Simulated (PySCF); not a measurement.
A GIAO shielding run with PySCF (density fitting, non-relativistic, gas phase) on `[NH2+](C)CC1CC1`, [C$_{5}$H$_{12}$N]+:

```
$ OMP_NUM_THREADS=1 python probes_run.py task.json out

{"job": {"kind": "nmr", "xc": "PBE0", "basis": "pcSseg-1"}, "charge": 1, "multiplicity": 1}
C      2.582715     0.017714    -0.033005
N      1.218820    -0.536899    -0.126324
C      0.273248     0.295309    -0.936989
C     -1.104351    -0.309593    -0.895895
C     -1.908908    -0.172328     0.368910
C     -2.303411     0.594580    -0.851008
H      3.218376    -0.630017     0.567110
H      2.550983     1.003289     0.427033
H      3.014035     0.110308    -1.027774
H      0.813475    -0.635739     0.814527
H      1.256481    -1.478860    -0.535670
H      0.655356     0.350604    -1.958207
H      0.261417     1.300606    -0.511546
H     -1.205282    -1.229775    -1.457030
H     -2.525199    -1.001292     0.676766
H     -1.484812     0.380029     1.194752
H     -2.138051     1.660118    -0.865441
H     -3.183651     0.288263    -1.391386
```

Hardware: 1 thread of an Arm Neoverse V1, shared host. The job also computes population analyses, field gradients, ring-centre shieldings.

Question: How large is the calculation?

Answer: 48 electrons, 162 basis functions and 831 auxiliary functions.

Question: How long does it take, and how much memory does it need?

Answer: 22 s of wall time, with 12 SCF cycles and 4 response iterations; peak memory 0.74 GiB. Times on a shared host scatter by some tens of per cent.
